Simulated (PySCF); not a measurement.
Compound: trifluoroacetaldehyde, C₂HF₃O.
Structure used (GFN2-xTB), in Å, numbered top down from 1:
```xyz
7
C2HF3O angstrom
O      1.4733   -0.9868   -0.6552
C      0.9134   -0.0296   -0.2348
C     -0.5921   -0.0075    0.1374
F     -0.7418    0.3259    1.4273
F     -1.2012   -1.1707   -0.0587
F     -1.2320    0.9215   -0.5868
H      1.3837    0.9521   -0.0562
```

The closed-shell SCF was solved with PySCF and density fitting under several settings on one GFN2-xTB geometry (grid level 2 and gas phase unless stated).

| settings | basis functions | SCF cycles | E (Eh) | HOMO (eV) | LUMO (eV) | dipole (D) |
| --- | --- | --- | --- | --- | --- | --- |
| PBE0/pcSseg-1 | 107 | 13 | -451.0648 | -8.81 | -2.15 | 1.71 |
| PBE0/def2-SVPD | 140 | 13 | -450.7869 | -8.95 | -2.35 | 1.77 |
| B97-2/def2-SVPD, IEF-PCM water, energy threshold 1e-11 Eh, fitting basis def2-qzvpp-jkfit | 140 | 12 | -451.0986 | -8.44 | -2.11 | 2.32 |
| PBE0/6-31G* | 86 | 13 | -451.0883 | -8.42 | -1.75 | 1.59 |

Q: Estimate the row for these settings: PBE0/6-31++G**, fitting basis def2-universal-jkfit.

A: 
```csv
settings,basis functions,SCF cycles,E (Eh),HOMO (eV),LUMO (eV),dipole (D)
"PBE0/6-31++G**, fitting basis def2-universal-jkfit",114,10,-451.1168,-8.89,-2.28,1.79
```

Q: Over all rows, what range does the HOMO–LUMO gap span?

A: From 6.33 eV (B97-2/def2-SVPD, IEF-PCM water, energy threshold 1e-11 Eh, fitting basis def2-qzvpp-jkfit) to 6.67 eV (PBE0/6-31G*). The functional of the narrowest has 21 % exact exchange, that of the widest 25 % exact exchange.

Q: And the dipole moment?

A: From 1.59 D (PBE0/6-31G*) to 2.32 D (B97-2/def2-SVPD, IEF-PCM water, energy threshold 1e-11 Eh, fitting basis def2-qzvpp-jkfit); the largest is 1.46 times the smallest, and the median is 1.77 D.

Q: Compare two rows with the functional PBE0: PBE0/6-31G* and PBE0/def2-SVPD. Which energy is lower, and by how much?

A: PBE0/6-31G* (86 functions) lies 0.3014 Eh or 189 kcal/mol below PBE0/def2-SVPD (140 functions). The smaller set gives the lower energy; the two sets aren't nested, so the variational bound doesn't order them by size.

Cycle counts include a coarse-grid stage where the run had one. All basis functions are spherical, in the Pople sets too. Geometry: GFN2-xTB; no vibrations or thermal averaging.
